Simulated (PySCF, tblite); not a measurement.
A set of runs on `C/N=C(/C)C=[O+]` [radical]; the geometry of each is named by its level. Settings lines and outputs come from a driver script.

C₄H₇NO (charge +1 and doublet state).
Numbering: `[CH3:1]/[N:2]=[C:3](/[CH3:4])[CH:5]=[O+:6]` (hydrogens: H7, H8, H9 on C1; H10, H11, H12 on C4; H13 on C5)

Step 1: GFN2-xTB geometry optimisation, gas phase (tblite 0.8.0) (from a force-field or distance-geometry start)
```json
{"job": {"kind": "relax", "xc": "GFN2-xTB", "basis": "xTB"}, "charge": 1, "multiplicity": 2}
```
```
step      E/eV     max force
  0    -504.60144    6.242
  1    -504.96355    7.755
  2    -505.23352    2.009
...
125    -506.00510    0.033
126    -506.00528    0.024
127    -506.00535    0.020
128    -506.00540    0.014
129    -506.00542    0.007
```

Energy lowered by 32.4 kcal/mol over 129 steps; largest atomic force 0.007 eV/Å at the end. «max force» is the largest atomic force in eV/Å.

Step 2: GFN2-xTB harmonic vibrations, gas phase (tblite 0.8.0) (on the GFN2-xTB geometry)
```json
{"job": {"kind": "ir", "xc": "GFN2-xTB", "basis": "xTB"}, "charge": 1, "multiplicity": 2}
```
```
(table of modes left out)
```

33 modes from 126 to 3061 cm⁻¹ (unscaled, harmonic); zero-point energy 63.1 kcal/mol; all wavenumbers are real at this level.

Step 3: UKS B3LYP, pcH-1 on C H N O, non-relativistic, mean-field spin-orbit, GIAO (PySCF 2.14.0) (on the GFN2-xTB geometry)
```json
{"job": {"kind": "epr", "basis": "pcH-1"}, "charge": 1, "multiplicity": 2}
```
```
...
E = -286.28670032 Eh   <S^2> = 0.7569 (exact 0.7500)
g shifts (ppm)      1          2          3
  rmc          -243       -243       -243
  gc              2         36         24
  oz_so        -488        798       2182
  total        -730        590       1962
hyperfine (MHz)  atom isotope    a_iso     a_fc   dipolar eigenvalues
    0   13C     -17.90     -17.90    -11.49     -8.91     20.40
    1   14N      71.25      71.25    -30.25    -22.81     53.06
    2   13C     -47.45     -47.45    -20.49     -2.72     23.22
    3   13C      28.96      28.96     -6.36     -5.31     11.67
    4   13C      21.33      21.33    -11.73     -7.85     19.57
    5   17O     -15.23     -15.23    -59.48     29.61     29.87
    6    1H      41.41      41.41     -6.67     -5.18     11.85
    7    1H      40.42      40.42     -6.66     -5.14     11.80
    8    1H     246.18     246.18    -10.66     -4.42     15.08
    9    1H      -8.66      -8.66     -2.99     -1.44      4.43
   10    1H      -8.81      -8.81     -2.96     -1.48      4.44
   11    1H      -1.28      -1.28     -5.28     -1.00      6.29
   12    1H     164.03     164.03     -4.97     -2.85      7.83
```

⟨S²⟩ 0.757; g_iso 2.0029. rmc, gc and oz_so are the mass-correction, gauge-correction and orbital-Zeeman/spin–orbit parts of the g shift along its three principal axes; a_iso is the isotropic hyperfine coupling and a_fc its Fermi-contact part. The log counts atoms from 0, this text from 1.

Which step took the most CPU time, and about what did each take on one thread, Arm Neoverse V2 (aarch64), no GPU (shared host)?

Step 3, about 98 % of the total. CPU time by step: 1: 0.42 s, 2: 0.19 s, 3: 28 s.

Geometry of the electronic-property runs (GFN2-xTB):
```
atom  x, y, z in Å
C1     1.956    0.509    0.110
N2     0.874   -0.325    0.209
C3    -0.352   -0.267    0.030
C4    -1.311   -1.368    0.222
C5    -0.941    1.087   -0.440
O6    -0.274    2.044   -0.630
H7     2.673    0.097   -0.608
H8     2.447    0.592    1.085
H9     1.655    1.525   -0.228
H10   -2.067   -1.087    0.957
H11   -1.831   -1.583   -0.713
H12   -0.799   -2.266    0.559
H13   -2.033    1.042   -0.570
```

 (This holds for the electronic-property runs.)

One conformer stands for the species.
